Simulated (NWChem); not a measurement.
Correlation energy of chloromethane (CH3Cl)

SMILES: CCl
```xyz
5

C      1.1279    -0.0568     0.0000
Cl    -0.6610     0.0333     0.0000
H      1.4635    -0.5967     0.9046
H      1.4635    -0.5967    -0.9046
H      1.5423     0.9682     0.0000
```
Charge 0, spin multiplicity 1.

Program: NWChem. All single points use one geometry, from PBE/def2-SVP, a minimum by its harmonic frequencies.

Basis set: def2-SVP. Each correlation energy counts from its own Hartree-Fock reference.

The correlated methods keep 6 core orbitals frozen. No row is a measurement; the coupled-cluster row has its own basis-set and correlation limits.

```csv
method,correlation energy (mHa)
MP2,-283.8
SCS-MP2,-283.7
CR-CCSD[T],___
CR-CCSD(T),___
CCSD,-314.0
CCSD+T(CCSD),___
CCSD(T),___
```

Question: Complete the blanks.

Answer: 
- CR-CCSD[T], correlation energy (mHa): -320.0
- CR-CCSD(T), correlation energy (mHa): -319.8
- CCSD+T(CCSD), correlation energy (mHa): -321.3
- CCSD(T), correlation energy (mHa): -321.1
